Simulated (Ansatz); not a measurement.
Start from `FCCCS` and change one atom or group to get `CCCCCS`.

Ansatz, PBE0-D4/def2-TZVP geometries, multiplicity 1. Each molecule was computed in one conformer, which needn't be the lowest.

```json
{"property": "LUMO energy (B3LYP/def2-TZVPP) / eV", "`FCCCS`": "0.12"}
{"property": "HOMO–LUMO gap (ωB97M-V/def2-TZVPP) / eV", "`FCCCS`": "11.33"}
{"property": "size of the dipole moment (PBE/def2-TZVPP) / D", "`FCCCS`": "2.37"}
{"property": "LUMO energy (ωB97M-V/def2-TZVPP) / eV", "`FCCCS`": "2.14"}
{"property": "HOMO–LUMO gap (PBE/def2-TZVPP) / eV", "`FCCCS`": "5.19"}
{"property": "HOMO energy (B3LYP/def2-TZVPP) / eV", "`FCCCS`": "-6.71"}
```

(1) What does the change do to each property? (Best estimate.)

## Answers

(1) The calculation gave: 
```json
{"property": "LUMO energy (B3LYP/def2-TZVPP) / eV", "`CCCCCS`": "0.27", "shift": "0.15"}
{"property": "HOMO–LUMO gap (ωB97M-V/def2-TZVPP) / eV", "`CCCCCS`": "11.22", "shift": "-0.11"}
{"property": "size of the dipole moment (PBE/def2-TZVPP) / D", "`CCCCCS`": "1.55", "shift": "-0.82"}
{"property": "LUMO energy (ωB97M-V/def2-TZVPP) / eV", "`CCCCCS`": "2.23", "shift": "0.09"}
{"property": "HOMO–LUMO gap (PBE/def2-TZVPP) / eV", "`CCCCCS`": "5.13", "shift": "-0.06"}
{"property": "HOMO energy (B3LYP/def2-TZVPP) / eV", "`CCCCCS`": "-6.49", "shift": "0.22"}
```

With PBE0 the HOMO rises by 0.22 eV and the LUMO rises by 0.13 eV, so the gap narrows by about 0.09 eV. PBE moves the HOMO by 0.20 eV and ωB97M-V by 0.21 eV. Dipoles are sizes alone; their direction can turn.

B3LYP here is the variant with VWN-RPA as its local correlation; programs differ in this.
